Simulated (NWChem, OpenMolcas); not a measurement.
How basis sets differ on CH2AlN (SMILES N#[C][AlH2])

The species is CH2AlN (5 atoms), meant as a singlet with charge 0. As SMILES, `N#[C][AlH2]`. Geometry: relaxed at PBE0-D4/def2-TZVP.

Each level gives the HOMO–LUMO gap (eV). The values are calculated.

```csv
level,kind,program,value (eV),CPU time
HF/ANO-R0 (sfX2C),Hartree–Fock,OpenMolcas,11.58,3.1 s
HF/ANO-RCC-MB (DKH2),Hartree–Fock,OpenMolcas,12.60,3.5 s
HF/STO-3G,Hartree–Fock,OpenMolcas,16.83,1.9 s
HF/3-21G,Hartree–Fock,NWChem,12.48,1.8 s
HF/6-31G* (Cartesian functions),Hartree–Fock,OpenMolcas,12.57,1.5 s
HF/aug-cc-pVDZ,Hartree–Fock,OpenMolcas,12.34,9 s
```

The values span 11.58 to 16.83 eV. A Hartree–Fock LUMO above zero doesn't converge with the basis: it sinks as sets grow more diffuse. Orbital gaps aren't excitation energies. CPU times are rough (shared hosts, several kinds of processor and program).
